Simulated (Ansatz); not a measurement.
We consider antifluorite Mg2Sn, described by PBE in Ansatz (plane waves, PAW).

Settings: plane-wave cutoff 500 eV, 14×14×14 k mesh, Fermi–Dirac smearing 0.1 eV, scalar-relativistic PAW data made under PBE.

Computed at the level's own relaxed cell.

### Question
Predict the volume per atom and equilibrium lattice constant a.

### Answer

- volume per atom: 26.41 Å³/atom
- equilibrium lattice constant a: 6.818 Å

The run finds no gap.

Measured, for comparison: equilibrium volume per atom 25.82 Å³/atom, lattice constant a 6.766 Å (temperature not stated, not corrected to a static lattice; as tabulated in Freccero, Grin, Wagner, Dalton Trans. (2023), ESI). Computed (rounded) less measured: equilibrium volume per atom +2.3 %, lattice constant a +0.8 %.

Spin–orbit coupling is not included.

Computed values are for the static lattice.

It cost very roughly 40 core-seconds of CPU time.

Ansatz is a quantum-chemistry and plane-wave program.
